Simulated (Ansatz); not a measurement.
Consider the formal exchange of groups at a C–N bond: `C=NC#CC` + difluoromethane → `CC#CC(F)F` + `C=N`.

Gas-phase electronic energies from Ansatz, PBE0-D4/def2-TZVP geometries. CCSD(T)/CBS adds triple-zeta CCSD(T) − MP2 to the extrapolated MP2 energy (def2 sets, frozen cores). This one scheme is used for every species. Functionals use def2-TZVPP.

```tsv
level	ΔE (kcal/mol)
B2PLYP	-2.9
SCS-MP2/def2-QZVPP	-4.6
```

Q: What does CCSD(T)/CBS give? (Estimate.)

A: Ansatz gave: -4.8 kcal/mol. The listed levels differ from it by 1.9, 0.2 kcal/mol.

Largest T1 diagnostic among the species: 0.013.

From PBE to PBE0 (25 % exact exchange), in def2-TZVPP and without D4, ΔE moves by −1.2 kcal/mol. Leaving LDA and LC-ωPBE aside and taking each functional with its dispersion term where it has one, the values, not all of them listed here, spread over 4.7 kcal/mol, from ωB97M-V to revPBE-D4. LDA lies +0.9 kcal/mol from PBE without D4.
